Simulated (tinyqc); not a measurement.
Worked calculation: RHF in the sto-6g basis, for H2O, spin multiplicity 1. One step of it, computed by the program tinyqc.

Problem. Iteration 1: building the Fock matrix. J_ij = sum D_kl (ij|kl), K_ij = sum D_kl (ik|jl); F = H + J - 0.5 K; E = tr D H + tr D J / 2 - 0.25 tr D K + E_nn.

D at the start, order 1O 1s, 1O 2s, 1O 2px, 1O 2py, 1O 2pz, 2H 1s, 3H 1s:
```
[[2.122503, -0.549499, 0.000000, 0.002714, -0.034081, 0.062462, 0.067647],
 [-0.549499, 2.456096, 0.000000, -0.018020, 0.201435, -0.267913, -0.291480],
 [0.000000, 0.000000, 2.000000, 0.000000, 0.000000, 0.000000, 0.000000],
 [0.002714, -0.018020, 0.000000, 2.222490, -0.009354, -0.263111, 0.280703],
 [-0.034081, 0.201435, 0.000000, -0.009354, 2.115701, -0.179037, -0.192414],
 [0.062462, -0.267913, 0.000000, -0.263111, -0.179037, 0.072740, 0.011183],
 [0.067647, -0.291480, 0.000000, 0.280703, -0.192414, 0.011183, 0.082884]]
```

core Hamiltonian H = T + V (hartree), order 1O 1s, 1O 2s, 1O 2px, 1O 2py, 1O 2pz, 2H 1s, 3H 1s:
```
[[-32.855648, -7.261006, 0.000000, 0.000632, -0.014023, -1.085748, -1.191032],
 [-7.261006, -9.078371, 0.000000, 0.006755, -0.163207, -2.587705, -2.775471],
 [0.000000, 0.000000, -7.334856, 0.000000, 0.000000, 0.000000, 0.000000],
 [0.000632, 0.006755, 0.000000, -7.437281, 0.003570, -1.531036, 1.621240],
 [-0.014023, -0.163207, 0.000000, 0.003570, -7.395694, -1.220202, -1.291815],
 [-1.085748, -2.587705, 0.000000, -1.531036, -1.220202, -4.338315, -0.925917],
 [-1.191032, -2.775471, 0.000000, 1.621240, -1.291815, -0.925917, -4.454948]]
```

Two-electron integrals (ij|kl) in chemists' order, unique and non-zero (hartree):
```
(11|11) 4.787491    (21|11) 0.675884    (21|21) 0.121505    (22|11) 1.117379
(22|21) 0.249212    (22|22) 0.817383    (31|31) 0.025762    (32|31) 0.039145
(32|32) 0.180664    (33|11) 1.117381    (33|21) 0.249212    (33|22) 0.817382
(33|33) 0.880663    (41|41) 0.025762    (42|41) 0.039145    (42|42) 0.180664
(43|43) 0.047461    (44|11) 1.117381    (44|21) 0.249212    (44|22) 0.817382
(44|33) 0.785741    (44|44) 0.880663    (51|51) 0.025762    (52|51) 0.039145
(52|52) 0.180664    (53|53) 0.047461    (54|54) 0.047461    (55|11) 1.117381
(55|21) 0.249212    (55|22) 0.817382    (55|33) 0.785741    (55|44) 0.785741
(55|55) 0.880663    (61|11) 0.106788    (61|21) 0.018414    (61|22) 0.036986
(61|33) 0.036908    (61|41) 0.000716    (61|42) 0.001405    (61|44) 0.037055
(61|51) 0.000552    (61|52) 0.001082    (61|54) 0.000114    (61|55) 0.036995
(61|61) 0.002844    (62|11) 0.278695    (62|21) 0.063122    (62|22) 0.231663
(62|33) 0.227699    (62|41) 0.004022    (62|42) 0.030606    (62|44) 0.235162
(62|51) 0.003098    (62|52) 0.023577    (62|54) 0.005749    (62|55) 0.232127
(62|61) 0.009634    (62|62) 0.084403    (63|31) 0.006756    (63|32) 0.038870
(63|43) 0.006208    (63|53) 0.004782    (63|63) 0.011440    (64|11) 0.166722
(64|21) 0.038271    (64|22) 0.149736    (64|33) 0.143166    (64|41) 0.008844
(64|42) 0.057178    (64|44) 0.160159    (64|51) 0.001608    (64|52) 0.014103
(64|54) 0.008308    (64|55) 0.145882    (64|61) 0.006086    (64|62) 0.066292
(64|64) 0.062847    (65|11) 0.128428    (65|21) 0.029481    (65|22) 0.115343
(65|33) 0.110283    (65|41) 0.001608    (65|42) 0.014103    (65|44) 0.113809
(65|51) 0.007995    (65|52) 0.049734    (65|54) 0.008924    (65|55) 0.121939
(65|61) 0.004688    (65|62) 0.051065    (65|64) 0.039600    (65|65) 0.041944
(66|11) 0.446704    (66|21) 0.103045    (66|22) 0.434302    (66|33) 0.417836
(66|41) 0.007874    (66|42) 0.083655    (66|44) 0.448837    (66|51) 0.006066
(66|52) 0.064441    (66|54) 0.023881    (66|55) 0.436231    (66|61) 0.015852
(66|62) 0.208179    (66|64) 0.186187    (66|65) 0.143423    (66|66) 0.774999
(71|11) 0.117211    (71|21) 0.020207    (71|22) 0.040575    (71|33) 0.040489
(71|41) -0.000785   (71|42) -0.001538   (71|44) 0.040651    (71|51) 0.000605
(71|52) 0.001186    (71|54) -0.000125   (71|55) 0.040585    (71|61) 0.003074
(71|62) 0.010206    (71|64) 0.005917    (71|65) 0.004971    (71|66) 0.016632
(71|71) 0.003425    (72|11) 0.299895    (72|21) 0.067896    (72|22) 0.248462
(72|33) 0.244240    (72|41) -0.004322   (72|42) -0.032614   (72|44) 0.252184
(72|51) 0.003332    (72|52) 0.025147    (72|54) -0.006125   (72|55) 0.248963
(72|61) 0.010008    (72|62) 0.071250    (72|64) 0.039130    (72|65) 0.041841
(72|66) 0.140328    (72|71) 0.011367    (72|72) 0.096189    (73|31) 0.007344
(73|32) 0.041995    (73|43) -0.006646   (73|53) 0.005124    (73|63) 0.009348
(73|73) 0.013192    (74|11) -0.177192   (74|21) -0.040666   (74|22) -0.158674
(74|33) -0.151657   (74|41) 0.009573    (74|42) 0.061379    (74|44) -0.169814
(74|51) -0.001719   (74|52) -0.014946   (74|54) 0.008876    (74|55) -0.154550
(74|61) -0.005724   (74|62) -0.038463   (74|64) -0.012370   (74|65) -0.022164
(74|66) -0.069540   (74|71) -0.007100   (74|72) -0.074659   (74|74) 0.070436
(75|11) 0.136623    (75|21) 0.031355    (75|22) 0.122344    (75|33) 0.116934
(75|41) -0.001719   (75|42) -0.014946   (75|44) 0.120686    (75|51) 0.008669
(75|52) 0.053519    (75|54) -0.009539   (75|55) 0.129413    (75|61) 0.004824
(75|62) 0.041522    (75|64) 0.022333    (75|65) 0.033309    (75|66) 0.088813
(75|71) 0.005475    (75|72) 0.057566    (75|74) -0.044137   (75|75) 0.047224
(76|11) 0.091184    (76|21) 0.020870    (76|22) 0.083177    (76|33) 0.081259
(76|41) 0.000015    (76|42) 0.000172    (76|44) 0.082837    (76|51) 0.001593
(76|52) 0.014443    (76|54) 0.000043    (76|55) 0.085434    (76|61) 0.003150
(76|62) 0.030239    (76|64) 0.020744    (76|65) 0.020570    (76|66) 0.078622
(76|71) 0.003454    (76|72) 0.032049    (76|74) -0.021559   (76|75) 0.021602
(76|76) 0.013639    (77|11) 0.461224    (77|21) 0.106359    (77|22) 0.446604
(77|33) 0.429361    (77|41) -0.008308   (77|42) -0.087077   (77|44) 0.461801
(77|51) 0.006406    (77|52) 0.067140    (77|54) -0.025013   (77|55) 0.448647
(77|61) 0.015646    (77|62) 0.134445    (77|64) 0.067597    (77|65) 0.085893
(77|66) 0.289727    (77|71) 0.017960    (77|72) 0.225068    (77|74) -0.199077
(77|75) 0.153497    (77|76) 0.078622    (77|77) 0.774999
```

nuclear repulsion = 7.68793014 hartree

Give: Coulomb J; exchange K; Fock matrix F; total energy of this density.

Solution.

Coulomb J (hartree), order 1O 1s, 1O 2s, 1O 2px, 1O 2py, 1O 2pz, 2H 1s, 3H 1s:
```
[[18.7373, 3.3755, 0.0000, -0.0002, 0.0036, 0.5144, 0.5644],
 [3.3755, 8.8414, 0.0000, 0.0002, -0.0005, 2.4204, 2.5975],
 [0.0000, 0.0000, 8.8439, 0.0000, 0.0000, 0.0000, 0.0000],
 [-0.0002, 0.0002, 0.0000, 8.8395, 0.0004, 1.5340, -1.6257],
 [0.0036, -0.0005, 0.0000, 0.0004, 8.8408, 1.1802, 1.2522],
 [0.5144, 2.4204, 0.0000, 1.5340, 1.1802, 4.3503, 0.8478],
 [0.5644, 2.5975, 0.0000, -1.6257, 1.2522, 0.8478, 4.4745]]
```

exchange K (hartree), order 1O 1s, 1O 2s, 1O 2px, 1O 2py, 1O 2pz, 2H 1s, 3H 1s:
```
[[9.8872, 1.5929, 0.0000, -0.0001, 0.0012, 0.2620, 0.2870],
 [1.5929, 2.8479, 0.0000, 0.0001, 0.0050, 0.6716, 0.7231],
 [0.0000, 0.0000, 2.3706, 0.0000, 0.0000, 0.0000, 0.0000],
 [-0.0001, 0.0001, 0.0000, 2.3681, 0.0007, 0.3193, -0.3387],
 [0.0012, 0.0050, 0.0000, 0.0007, 2.3675, 0.2446, 0.2604],
 [0.2620, 0.6716, 0.0000, 0.3193, 0.2446, 0.2581, 0.1580],
 [0.2870, 0.7231, 0.0000, -0.3387, 0.2604, 0.1580, 0.2944]]
```

Fock matrix F (hartree), order 1O 1s, 1O 2s, 1O 2px, 1O 2py, 1O 2pz, 2H 1s, 3H 1s:
```
[[-19.0620, -4.6820, 0.0000, 0.0004, -0.0111, -0.7024, -0.7701],
 [-4.6820, -1.6609, 0.0000, 0.0069, -0.1662, -0.5030, -0.5395],
 [0.0000, 0.0000, 0.3237, 0.0000, 0.0000, 0.0000, 0.0000],
 [0.0004, 0.0069, 0.0000, 0.2182, 0.0036, -0.1568, 0.1649],
 [-0.0111, -0.1662, 0.0000, 0.0036, 0.2613, -0.1623, -0.1699],
 [-0.7024, -0.5030, 0.0000, -0.1568, -0.1623, -0.1170, -0.1571],
 [-0.7701, -0.5395, 0.0000, 0.1649, -0.1699, -0.1571, -0.1277]]
```

total energy of this density = -74.021581 hartree
